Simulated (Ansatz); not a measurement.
Base system: Ta in the bcc (W type) structure (space group Im-3m, No. 229; a = 3.320 Å).

All numbers come from PBE/PAW in Ansatz (a quantum-chemistry and plane-wave program), no SOC.

It is then changed as follows: V takes the place of Ta on all its sites, then cell and atoms are relaxed.

Measured lattice parameter a: Ta 3.299 Å (static lattice; corrected from measurement; as listed in Daniel Mejia-Rodriguez, S. B. Trickey, Phys. Rev. B (2018)); V 3.021 Å (static lattice; corrected from measurement; as listed in Daniel Mejia-Rodriguez, S. B. Trickey, Phys. Rev. B (2018)).

Task: How well does PBE reproduce the measured shift?

Result: With PBE the lattice parameter a moves by -0.322 Å (3.320 → 2.997) against -0.278 Å measured.

Whether these cells are dynamically stable was not tested. Seeded moments were not kept for Ta → V. All final runs are without spin polarisation.
